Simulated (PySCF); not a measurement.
Calculated properties of 2-butanone (`C(C(C)=O)C`)

Species: 2-butanone, C4H8O.
Structure used (GFN2-xTB), in Å, numbered top down from 1:
```
atom  x, y, z in Å
C1    -1.8973    0.0987   -0.1273
C2    -0.4316    0.3446   -0.4599
C3     0.5025   -0.2227    0.5900
C4     1.9557   -0.2464    0.1788
O5     0.1246   -0.6216    1.6606
H6    -2.5426    0.5744   -0.8616
H7    -2.1073   -0.9680   -0.1154
H8    -2.1264    0.4976    0.8575
H9    -0.2359    1.4193   -0.5167
H10   -0.1746   -0.0829   -1.4313
H11    2.2405    0.6928   -0.2876
H12    2.5857   -0.4410    1.0424
H13    2.1025   -1.0443   -0.5472
```

Among its groups: ketone.

GFN2-xTB geometry:

```yaml
Point_group_of_the_GFN2-xTB_geometry: C1
Rotational_constants_A_B_C_of_the_GFN2-xTB_geometry: 9.426, 3.672, 2.791 GHz
```

**PBE0/pcSseg-1 ground state and GIAO shieldings, non-relativistic (PySCF)**

```yaml
Dipole_moment: 2.85 D
HOMO_energy: -7.21 eV
LUMO_energy: -0.24 eV
HOMO–LUMO_gap: 6.97 eV
Lowest_Hirshfeld_atomic_charge: -0.23 e on O5
Highest_Hirshfeld_atomic_charge: +0.18 e on C3
13C_chemical_shifts_computed_TMS_as_zero_by_class: 211.7 (C3), 39.4 (C2), 32.1 (C4), 9.5 (C1) ppm
1H_chemical_shifts_computed_TMS_as_zero_by_class: 2.32 (H9/H10), 2.11 (H11/H12/H13), 1.05 (H6/H7/H8) ppm
Isotropic_shieldings_of_nuclei_other_than_C_and_H_by_class: -332 (O5) ppm
Mayer_bond_orders_between_heavy_atoms: C1–C2 1.06, C2–C3 0.94, C3–C4 1.01, C3–O5 2.04
```

From B3LYP/pcJ-1 indirect spin-spin coupling, non-relativistic, gas phase; spin–dipole term left out (PySCF):

```yaml
Largest_of_the_computed_one-bond_spin–spin_couplings_means_over_like_bonds: 13C–1H +134.2 (C1–H6 and 2 like it), 13C–1H +132.8 (C4–H11 and 2 like it), 13C–1H +131.6 (C2–H9 and 1 like it), 13C–13C +41.2 (C3–C4), 13C–13C +40.2 (C2–C3), 13C–13C +35.5 (C1–C2), 17O–13C +33.2 (O5–C3) Hz
```

Monoisotopic mass (most abundant isotopes): 72.0575 u.

The rotational constants make it an asymmetric top with κ = (2B − A − C)/(A − C) = -0.73, nearer the prolate limit (−1). A dipole of 2.85 D is allowed in C1, and pure rotational transitions are dipole-allowed. With B = h/(8π²I), that is 505.379 GHz u Å² over I, the principal moments of inertia are 53.6, 137.6 and 181.1 u Å² (most abundant isotopes). The dipole matches unit charges of opposite sign 0.59 Å apart (1 e·Å = 4.8032 D).

 NMR classes are plain means over equivalent atoms (diastereotopic ones count apart unless rotation or inversion swaps them), as if these changed places fast; in this geometry the members of some classes differ.

One conformer stands for the species.
